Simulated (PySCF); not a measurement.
H3OSi (doublet state).
Structure used (GFN2-xTB), in Å, numbered top down from 1:
```xyz
5
H3OSi angstrom
O      1.070   -0.219    0.374
Si    -0.536    0.025    0.397
H      1.592   -0.183   -0.429
H     -1.243   -1.004   -0.354
H     -0.874    1.384   -0.005
```

As a line formula: `O[SiH2]` [radical].

Theory: PySCF, UKS B3LYP, pcH-1 on H O Si, non-relativistic, mean-field spin-orbit, GIAO. Isolated species at its GFN2-xTB geometry (one conformer only). The geometry wasn't refined by DFT: couplings that depend on bond lengths, twists or pyramidal angles can differ widely from those at the functional's own minimum, by a factor of two or more for some ions and for spin on atoms past the first row.

Problem. The isotropic 1H couplings, averaged over equivalent nuclei, are +75.6, +67.3 MHz. Assign them to H3; H4/H5.

Solution. 
```tsv
site	a_iso (MHz)	ρ(0) (bohr⁻³)	position	distance from Si2 (Å)	bound to	spin population there	largest |T| (MHz)
H3	+67.3	+0.0151	2 bonds from Si2	2.29	O1	+0.01	8.2
H4/H5	+75.6	+0.0169	1 bond from Si2	1.46	Si2	+0.92	9.5
```

ρ(0) is the spin density at the nucleus and T the dipolar tensor; a_iso includes a spin–orbit part; entries for several nuclei are means. The largest Mulliken spin population is on Si2 (+0.92). The angles at Si2 add up to 336.8°, so it is pyramidal.

Class means assume fast exchange of nuclei equivalent by connectivity; if that motion is slow, each nucleus keeps its own coupling.
